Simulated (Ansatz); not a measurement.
# A ladder of methods for PH3S (SMILES [PH3]=S)

The species is PH3S (5 atoms), meant as a singlet with charge 0. As SMILES, `[PH3]=S`. The shape is that of a GFN2-xTB optimisation.

| atom | x (Å) | y (Å) | z (Å) |
| --- | --- | --- | --- |
| P | 0.0079 | -0.0066 | 0.0077 |
| S | 1.2617 | -0.9411 | 1.1113 |
| H | -1.1668 | 0.4619 | 0.5945 |
| H | -0.5325 | -0.6766 | -1.0892 |
| H | 0.4297 | 1.1624 | -0.6243 |

Each level gives the vertical energy of the triplet above the singlet (eV). The values are calculated.

```tsv
level	kind	program	value (eV)	less FCI/STO-3G	CPU time (all runs)
BLYP/STO-3G	GGA	Ansatz	5.77	-0.24	5.3 s
PBE/STO-3G	GGA	Ansatz	5.83	-0.18	6.1 s
r2SCAN/STO-3G	meta-GGA	Ansatz	5.88	-0.13	39 s
B3LYP/STO-3G	global hybrid	Ansatz	5.81	-0.20	5.2 s
CAM-B3LYP/STO-3G	range-separated hybrid	Ansatz	5.79	-0.22	7.5 s
B2PLYP/STO-3G	double hybrid	Ansatz	5.90	-0.11	6.8 s
MP2/STO-3G	perturbation theory	Ansatz	6.01	0.00	0.51 s
CCSD/STO-3G	coupled cluster or CI	Ansatz	5.99	-0.02	0.55 s
FCI/STO-3G	exact in the basis	Ansatz	6.01	0.00	3.9 s
```

FCI/STO-3G is exact within its basis and frozen core, so for wave-function methods in that basis the difference is their error; functionals converge differently with the basis, so for them it is only a difference. The values span 5.77 to 6.01 eV. All rows use very small basis sets, so even the best lies far from the true value. CPU times are rough (shared hosts, several kinds of processor): they show what a rung costs within a factor of a few.
